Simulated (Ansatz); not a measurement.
We consider Rb2TeI6 (P4/mnc, No. 128; cell taken from a computed entry), described by HSE06 in Ansatz (plane waves, PAW).

Settings: plane-wave cutoff 460 eV, 4×4×2 k mesh (along the axes of the cell as run), Fermi–Dirac smearing 0.01 eV, scalar-relativistic PAW data made under PBE.

Cell (relaxed with PBEsol):

```
CELL_PARAMETERS angstrom
      7.87742     0.00000     0.00000
      0.00000     7.87742     0.00000
      0.00000     0.00000    12.13885
ATOMIC_POSITIONS crystal
  Rb 0.00000 0.50000 0.25000
  Rb 0.00000 0.50000 0.75000
  Rb 0.50000 0.00000 0.25000
  Rb 0.50000 0.00000 0.75000
  Te 0.00000 0.00000 0.00000
  Te 0.50000 0.50000 0.50000
  I  0.00000 0.00000 0.24247
  I  0.00000 0.00000 0.75753
  I  0.50000 0.50000 0.25753
  I  0.50000 0.50000 0.74247
  I  0.20656 0.31079 0.00000
  I  0.79344 0.68921 0.00000
  I  0.68921 0.20656 0.00000
  I  0.31079 0.79344 0.00000
  I  0.70656 0.18921 0.50000
  I  0.29344 0.81079 0.50000
  I  0.18921 0.29344 0.50000
  I  0.81079 0.70656 0.50000
```

### Question
Give the computed band gap, smallest direct gap on the k points sampled and Γ–Γ gap.

### Answer

- band gap: 1.94 eV (on the SCF k mesh)
- smallest direct gap on the k points sampled: 2.31 eV
- Γ–Γ gap: 2.51 eV

Note: cell and atoms aren't relaxed at this level (largest force component 0.12 eV/Å, pressure 0.8 GPa); this cell isn't known to be the ambient phase, and symmetry holds it in the calculation.

Spin–orbit coupling is not included; with these elements it can move the gap by several tenths of an eV or more.

Ansatz is a first-principles code.
